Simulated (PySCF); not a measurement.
**triplet C2F2: levels of theory compared**

Wanted: a comparison of 6 runs (UHF/STO-3G, UHF/3-21G, UB2PLYP/cc-pVTZ, UB3LYP/cc-pVTZ, UBHLYP/cc-pVTZ, UBLYP/cc-pVTZ) of triplet C2F2. 

The calculation is run with PySCF 2.14.0.

3 further runs of the same task are left out: 3 set aside as unsound or not needed.

**1. Starting point**

C2F2: 4 atoms, total charge 0, spin state triplet. As SMILES of the parent species, `FC#CF`. The coordinates come from a PBE0-D4/def2-TZVP relaxation. That shape belongs to the parent species and isn't relaxed for this state.

Bond lengths: F1–C2 1.277 Å, C2–C3 1.184 Å, C3–F4 1.277 Å. Angles: F1–C2–C3 180.0°, C2–C3–F4 180.0°.

**2. The energy at UHF/STO-3G (run 1)**

Contents of calc.py:

```python
from pyscf import gto, scf

system = gto.Mole()
system.atom = [
    ('F', (-0.136400, 0.128000, 1.852800)),
    ('C', (-0.033700, 0.030200, 0.583200)),
    ('C', (0.061400, -0.060400, -0.593400)),
    ('F', (0.164100, -0.158200, -1.863000)),
]
system.max_memory = 1860
system.spin = 2
system.basis = 'sto-3g'
system.verbose = 3
system.build()

mf = scf.UHF(system)
mf.conv_tol = 1e-10
mf.kernel()
if not mf.converged:
    mf = mf.newton().run(mf.mo_coeff, mf.mo_occ)

etot = mf.e_tot
print('E = %.10f Eh' % etot)
```

Started as:

```sh
OMP_NUM_THREADS=1 python calc.py
```

The log of the run:

```text
WARN: HOMO 0.16732175826611 >= LUMO -0.200228742480671

converged SCF energy = -270.413442833318  <S^2> = 2.0145882  2S+1 = 3.0097098
E = -270.4134428333 Eh
```

Run time: 0.5 s. Hardware: 1 thread of Arm Neoverse V2, shared host; peak memory 0.099 GiB.

**3. The energy at UHF/3-21G (run 2)**

Contents of run.py:

```python
from pyscf import gto, scf

molecule = gto.M(
    atom=[
    ('F', (-0.136400, 0.128000, 1.852800)),
    ('C', (-0.033700, 0.030200, 0.583200)),
    ('C', (0.061400, -0.060400, -0.593400)),
    ('F', (0.164100, -0.158200, -1.863000)),
],
    basis='3-21g',
    max_memory=1860,
    charge=0,
    verbose=3,
    spin=2,
)

hf = scf.UHF(molecule)
hf.conv_tol = 1e-10
hf.kernel()
if not hf.converged:
    hf = hf.newton().run(hf.mo_coeff, hf.mo_occ)

e_tot = hf.e_tot
print('E(%s) = %.9f' % ('HF', e_tot))
```

Started as:

```sh
OMP_NUM_THREADS=1 python run.py
```

The log of the run:

```text
WARN: HOMO 0.0834905627270768 >= LUMO -0.238567761611555

converged SCF energy = -272.704133086292  <S^2> = 2.0126383  2S+1 = 3.0084137
E(HF) = -272.704133086
```

It took 0.52 s on 1 thread of Arm Neoverse V2, shared host; peak memory 0.1 GiB.

Run 3 isn't shown in full; the table further down has it.

**4. The energy at UB3LYP/cc-pVTZ (run 4)**

Contents of input.py:

```python
from pyscf import gto, dft

system = gto.M(
    atom='F -0.136400 0.128000 1.852800; C -0.033700 0.030200 0.583200; C 0.061400 -0.060400 -0.593400; F 0.164100 -0.158200 -1.863000',
    spin=2,
    verbose=3,
    max_memory=1860,
    basis='cc-pvtz',
)

ks = dft.UKS(system)
ks.xc = 'b3lyp'
ks.grids.level = 5
ks.conv_tol = 1e-10
ks.kernel()
if not ks.converged:
    ks = ks.newton().run(ks.mo_coeff, ks.mo_occ)

e_tot = ks.e_tot
print('Final energy', e_tot)
```

Started as:

```sh
OMP_NUM_THREADS=1 python input.py
```

The log of the run:

```text
WARN: HOMO -0.0196818252269715 >= LUMO -0.296093617271463

WARN: HOMO -0.0665298626969317 >= LUMO -0.221313506579961

WARN: HOMO -0.0667413470648839 >= LUMO -0.210670982686075

WARN: HOMO -0.0685689939112812 >= LUMO -0.215182422283551

WARN: HOMO -0.067072991799229 >= LUMO -0.211124586593076

WARN: HOMO -0.0679444021344047 >= LUMO -0.211952902207109

WARN: HOMO -0.0678758912767883 >= LUMO -0.211779579393816

WARN: HOMO -0.06788029460769 >= LUMO -0.211775297955725

WARN: HOMO -0.0678799181196048 >= LUMO -0.211773743861386

WARN: HOMO -0.0678800846648109 >= LUMO -0.211774009335198

WARN: HOMO -0.0678801321657438 >= LUMO -0.211774119853345

converged SCF energy = -275.621802328516  <S^2> = 2.0031376  2S+1 = 3.002091
Final energy -275.6218023285158
```

Run time: 27 s. Hardware: 1 thread of Arm Neoverse V2, shared host; peak memory 0.66 GiB.

Run 5 isn't shown in full; the table further down has it.

**5. A single-point energy at UBLYP/cc-pVTZ (run 6)**

Contents of start.xyz:

```xyz
4
C2F2
F     -0.136400     0.128000     1.852800
C     -0.033700     0.030200     0.583200
C      0.061400    -0.060400    -0.593400
F      0.164100    -0.158200    -1.863000
```

Contents of calc.py:

```python
from pyscf import gto, dft

mol = gto.Mole()
mol.atom = 'start.xyz'
mol.verbose = 3
mol.max_memory = 1860
mol.basis = 'cc-pvtz'
mol.spin = 2
mol.build()

ks = dft.UKS(mol)
ks.xc = 'blyp'
ks.conv_tol = 1e-10
ks.grids.level = 5
ks.kernel()
if not ks.converged:
    ks = ks.newton().run(ks.mo_coeff, ks.mo_occ)

etot = ks.e_tot
print(f'total energy: {etot:.8f} hartree')
```

Started as:

```sh
OMP_NUM_THREADS=1 python calc.py
```

The log of the run:

```text
WARN: HOMO -0.0215678146754108 >= LUMO -0.288876963049204

WARN: HOMO -0.0171791342705951 >= LUMO -0.21747246741804

WARN: HOMO -0.0285574482215551 >= LUMO -0.22647789099499

WARN: HOMO -0.0389333681333994 >= LUMO -0.244580163520496

WARN: HOMO -0.0334823251205556 >= LUMO -0.23717768357886

WARN: HOMO -0.0344234044858922 >= LUMO -0.237586383248057

WARN: HOMO -0.0344553877324074 >= LUMO -0.237569575772796

WARN: HOMO -0.0344582955098609 >= LUMO -0.237566830648386

WARN: HOMO -0.0344579995260332 >= LUMO -0.237566681849645

WARN: HOMO -0.0344579367995088 >= LUMO -0.237566621498804

WARN: HOMO -0.0344579843791415 >= LUMO -0.23756668421396

converged SCF energy = -275.604994334823  <S^2> = 2.0022652  2S+1 = 3.0015097
total energy: -275.60499433 hartree
```

Wall time 24 s (1 thread of Arm Neoverse V2, shared host); peak memory 0.66 GiB.

**6. Overview of the runs**

```tsv
run	level	frozen core orbitals	integration grid	energy (Eh)	dipole moment (D)	HOMO energy (eV)	⟨S²⟩	wall time
1	UHF/STO-3G	–	–	-270.413443	0.00	0.27	2.015	0.5 s
2	UHF/3-21G	–	–	-272.704133	0.00	-4.12	2.013	0.52 s
3	UB2PLYP/cc-pVTZ	4	5	-275.445852	0.00	-2.79	2.007	31 s
4	UB3LYP/cc-pVTZ	–	5	-275.621802	0.00	-1.85	2.003	27 s
5	UBHLYP/cc-pVTZ	–	5	-275.485208	0.00	-2.87	2.006	29 s
6	UBLYP/cc-pVTZ	–	5	-275.604994	0.00	-0.94	2.002	24 s
```

**7. Summary of results**

| quantity | value |
| --- | --- |
| run 6: total energy | -275.60499 Eh |
| run 6: dipole moment | 0.00 D |
| run 6: HOMO energy (highest over α and β) | -0.94 eV |
| run 6: ⟨S²⟩ | 2.002 |

What this shows: Totals of different functionals can't be ranked against each other. In run 1 the basis is minimal, so the values are rough. All runs together took 1.9 min, the longest 31 s.
